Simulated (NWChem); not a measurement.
Species: HS, doublet; SMILES [SH]

```xyz
2

S      0.0000     0.0000    -0.1024
H      0.0000     0.0000     1.2764
```
Atoms are numbered in this order, from 1.

Results from NWChem. Spin-unrestricted. The state is orbitally degenerate and is run as one real component. All runs use the structure optimised with PBE-D3(BJ)/def2-SVP, spin-unrestricted. No stability test was run on the SCF state. Level: PBE/def2-SVP with SMD (1 M gas to 1 M solution), gas-phase geometry. Reactions with the solvent are ignored.

```tsv
solvent	dielectric constant	solvation free energy (kcal/mol)	cavity-dispersion-structure term (kcal/mol)	dipole in solution (D)
water	78.4	[?]	[?]	1.25
ethanol	24.9	-3.1	-1.6	1.24
cyclohexane	2.02	-2.4	-1.6	1.11
toluene	2.37	-2.7	-1.8	1.13
1-octanol	9.86	-2.9	-1.5	1.22
dichloromethane	8.93	-3.1	-1.7	1.22
```

Task: Complete the blanks.

Result: 
- water, solvation free energy (kcal/mol): -1.3
- water, cavity-dispersion-structure term (kcal/mol): 0.2
